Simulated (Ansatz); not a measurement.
`NC1CC1`, charge 0, multiplicity 1.

Task: Give a relaxed structure at PBE0-D4/def2-TZVP (the Gaussian-basis code of Ansatz). (Estimate.)

Result: Computed: 
```xyz
11

N    -0.811   -0.984   -0.850
C    -0.179    0.231   -0.428
C    -0.132    0.493    1.044
C     1.115    0.098    0.310
H    -0.451   -1.289   -1.745
H    -1.811   -0.859   -0.946
H    -0.273    1.112   -1.063
H    -0.229    1.515    1.388
H    -0.589   -0.255    1.679
H     1.879    0.848    0.149
H     1.479   -0.910    0.463
```
Point group Cs.
This is one stationary point; other conformers may exist.
